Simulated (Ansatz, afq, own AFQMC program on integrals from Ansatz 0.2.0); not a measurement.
AFQMC on a folder of integrals that Ansatz 0.2.0 wrote.

```yaml
crystal:
  periodic: [false, false, false]
  atoms:
    - {symbol: S, position_ang: [0.000000, -0.039104, 0.000000]}
    - {symbol: H, position_ang: [0.000000, 1.318376, 0.000000]}
    - {symbol: H, position_ang: [0.000000, -0.037193, 1.520127]}
    - {symbol: H, position_ang: [0.000000, -0.037193, -1.520127]}
basis:
  gaussian: {orbitals: cc-pVDZ}
total_charge: 1
magnetization: {spin_polarized: true, initial_magnetization: 2}
correlation: {method: ccsd_t, electrons: outside_noble_gas, hamiltonian_folder: ham}
```

```sh
$ ansatz run in.yaml --threads 1 --pin off --events-out ev --progress --plain --max-ram 1843MiB
```

Options of the walk:

```
--method free --trial cisd --walkers 60 --time-step 0.03 --max-blocks 80 --target-error 0.00034 --factor-cut 1e-05 --seed 1188 --times 0,0.3,0.6,1.2,1.8,2.4,3.6,4.8,6 --taylor-order 8
```

Times are imaginary, in 1/Eh. The walk had a cap of 491 s.

```
orbitals 28  electrons 5 3  factors 207 of 325
reference energy -398.82010212 Eh
CCSD correlation -0.15415395 Eh in 11 cycles, weight of the determinant in the CISD state 0.9172
repeat  energy at the last time / Eh  error
    10  -398.980547  0.000977
    20  -398.980230  0.000663
    30  -398.979793  0.000571
    40  -398.979476  0.000464
    50  -398.979262  0.000437
    60  -398.979145  0.000368
    70  -398.978930  0.000328
time / (1/Eh)  energy / Eh  error  mean overlap
  0.00  -398.974254  0.000065  1.0906
  0.30  -398.976807  0.000092  1.0954
  0.60  -398.977811  0.000105  1.0945
  1.20  -398.978359  0.000121  1.1093
  1.80  -398.978763  0.000131  1.0985
  2.40  -398.978890  0.000171  1.1047
  3.60  -398.978721  0.000225  1.0999
  4.80  -398.978893  0.000281  1.0931
  6.00  -398.978933  0.000324  1.1066
energy -398.978933 +/- 0.000324 Eh
```

Task: Estimate how long the walk took on 1 thread of Arm Neoverse V1, on a shared host.

Result: 2.2 min of wall time.

The run passed its tests (error under three times the target), which doesn't prove that it has relaxed.

Against this walk (error 8.8 meV) on the same determinant: CCSD(T) 29.1 meV higher, CCSDT(Q) 3.4 meV higher (within the noise). The error is statistical, and a free projection of finite length keeps a remainder of its start.

Cautions: remainder of the start not in the error; another spin lies lower (by 1.40 eV).

CCSDT and higher add their correlation energy to the determinant of the CCSD(T) run, since their own runs factorise the integrals more tightly (a shift of under 2 meV). A walk keeps the symmetry of its determinant, which the program's search chose and which needn't be the lowest solution, so a lower state of the same spin and another symmetry isn't excluded.
